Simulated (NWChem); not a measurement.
All runs are NWChem calculations. System: Cl (-1), charge -1, spin multiplicity 1. Level: CR-CCSD(T)/def2-TZVPD, 5 core orbitals frozen.

Job file:

```
start mol
memory heap 100 mb stack 700 mb global 1900 mb
charge -1
geometry units angstroms nocenter noautoz
  Cl     0.000000     0.000000     0.000000
  symmetry group D2h
end
basis spherical
  * library def2-tzvpd
end
scf
  rhf
  nopen 0
  maxiter 100
  thresh 1e-7
  semidirect memsize 60000000 filesize 0
end
tce
  freeze core 5
  cr-ccsd(t)
  2eorb
  2emet 13
  thresh 1e-6
  maxiter 100
  tilesize 24
end
task tce energy
```

Output (cleaned and shortened):

```
             Northwest Computational Chemistry Package (NWChem) 7.3.0
             --------------------------------------------------------

                                NWChem Input Module
                                -------------------

 Scaling coordinates for geometry "geometry" by  1.889725989
 (inverse scale =  0.529177249)

                             Geometry "geometry" -> ""
                             -------------------------

 Output coordinates in angstroms (scale by  1.889725989 to convert to a.u.)

  No.       Tag          Charge          X              Y              Z
 ---- ---------------- ---------- -------------- -------------- --------------
    1 Cl                  17.0000     0.00000000     0.00000000     0.00000000

 Effective nuclear repulsion energy (a.u.)       0.0000000000

            Nuclear Dipole moment (a.u.)
            ----------------------------
        X                 Y               Z
 ---------------- ---------------- ----------------
     0.0000000000     0.0000000000     0.0000000000

      Symmetry information
      --------------------

 Group name             D2h
 Group number             26
 Group order               8
 No. of unique centers     1

      Symmetry unique atoms

     1


 Summary of "ao basis" -> "" (spherical)
 ------------------------------------------------------------------------------
       Tag                 Description            Shells   Functions and Types
 ---------------- ------------------------------  ------  ---------------------
 *                         def2-tzvpd                 on all atoms

 Summary of "ao basis" -> "ao basis" (spherical)
 ------------------------------------------------------------------------------
       Tag                 Description            Shells   Functions and Types
 ---------------- ------------------------------  ------  ---------------------
 Cl                        def2-tzvpd               16       46   6s6p3d1f

                                 NWChem SCF Module
                                 -----------------

  ao basis        = "ao basis"
[...]
            General Information
            -------------------
      Number of processors :     1
         Wavefunction type : Restricted Hartree-Fock
          No. of electrons :    18
           Alpha electrons :     9
            Beta electrons :     9
           No. of orbitals :    92
            Alpha orbitals :    46
             Beta orbitals :    46
        Alpha frozen cores :     5
         Beta frozen cores :     5
     Alpha frozen virtuals :     0
      Beta frozen virtuals :     0
         Spin multiplicity : singlet
    Number of AO functions :    46
       Number of AO shells :    16
        Use of symmetry is : on
      Symmetry adaption is : on
         Schwarz screening : 0.10D-09

          Correlation Information
          -----------------------
          Calculation type : Coupled-cluster singles & doubles w/ perturbation
   Perturbative correction : Completely renormalized (T)
            Max iterations :      100
        Residual threshold : 0.10D-05
     T(0) DIIS level shift : 0.00D+00
     L(0) DIIS level shift : 0.00D+00
     T(1) DIIS level shift : 0.00D+00
     L(1) DIIS level shift : 0.00D+00
     T(R) DIIS level shift : 0.00D+00
     T(I) DIIS level shift : 0.00D+00
   CC-T/L Amplitude update :  5-th order DIIS
                I/O scheme : Global Array Library
        L-threshold :  0.10D-05
        EOM-threshold :  0.10D-05
 no EOMCCSD initial starts read in
 TCE RESTART OPTIONS
 SLICE:      F
 D4D5:       F
 quantumc:   F
 qrotation:  F
 pwtce:      F
 qducc:      F
 nacto:                         0
 nrotv:                         0
 nrot:                          0

            Memory Information
            ------------------
          Available GA space size is     249034684 doubles
          Available MA space size is     104853924 doubles

 Maximum block size supplied by input
 Maximum block size        24 doubles

 tile_dim =      9

 -------------------------------------------------

 Global array virtual files algorithm will be used

 Parallel file system coherency ......... OK

 4-electron integrals stored in orbital form

 v2    file size   =            81676
 4-index algorithm nr.  13 is used
 imaxsize =       30
 imaxsize ichop =        0


CCSD iterations
 ---------------------------------------------------------
 Iter          Residuum       Correlation     Cpu    Wall
 ---------------------------------------------------------
    1   0.1095272580242  -0.2005342412254     0.2     0.2
    2   0.0248381667347  -0.2129568620757     0.2     0.2
    3   0.0072563749179  -0.2159632675242     0.2     0.2
    4   0.0024722971408  -0.2165942098084     0.2     0.2
    5   0.0008989180507  -0.2167954793124     0.2     0.2
    6   0.0001893452084  -0.2168684919785     0.2     0.2
    7   0.0000895497523  -0.2168793370636     0.2     0.2
    8   0.0000353330890  -0.2168805043616     0.2     0.2
    9   0.0000202199971  -0.2168805741617     0.2     0.2
   10   0.0000092060969  -0.2168808952971     0.2     0.2
   11   0.0000011450250  -0.2168810317041     0.2     0.2
   12   0.0000004641060  -0.2168811011358     0.2     0.2
 -----------------------------------------------------------------
 Iterations converged
 CCSD correlation energy / hartree =        -0.216881101135821
 CCSD total energy / hartree       =      -459.781592549963250

 Singles contributions

 Doubles contributions
 CR-CCSD(T)

 CR-CCSD[T]  correction energy / hartree =        -0.007519635146999
 CR-CCSD[T] correlation energy / hartree =        -0.224400736282820
 CR-CCSD[T] total energy / hartree       =      -459.789112185110241
 CR-CCSD(T)  correction energy / hartree =        -0.007461911408470
 CR-CCSD(T) correlation energy / hartree =        -0.224343012544292
 CR-CCSD(T) total energy / hartree       =      -459.789054461371734

 Task  times  cpu:        4.0s     wall:        4.0s

 Total times  cpu:        4.0s     wall:        4.0s
```
